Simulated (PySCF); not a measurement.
# Working with the constants of CO

RHF-CCSD(T) constants of CO, ¹Σ⁺ (singlet), closed shell (basis C aug-pcseg-1, O aug-pcseg-1; no relativity; PySCF 2.14; masses 12.0000 and 15.9949 u):

| Item | Value |
| --- | --- |
| ωe | 2148.8 cm⁻¹ |
| ωexe | 13.2 cm⁻¹ |
| Be | 1.8805 cm⁻¹ |
| αe | 0.0172 cm⁻¹ |
| De to C + O | 10.71 eV |

Task: What force constant and bond length do these constants imply?

Result: Reduced mass μred = 6.8562 u; k = 5.8918×10⁻⁷·μred·ωe² (u, cm⁻¹, mdyn/Å) = 18.7 mdyn/Å; Re = √(16.8576/(μred·Be)) (u, cm⁻¹, Å) = 1.143 Å.

Task: Estimate the centrifugal constant D from the Kratzer relation and find the Dunham coefficient a1.

Result: D = 4Be³/ωe² = 5.76e-06 cm⁻¹; a1 = −1 − αeωe/(6Be²) = -2.74.

Correlated steps freeze 2 core orbitals. Correlated levels converge slowly with the basis: in double zeta they bind strong bonds too weakly, by up to about 1 eV, and carry superposition errors of some tenths. Where the molecule has an RHF reference, its open-shell atoms are computed with UHF.
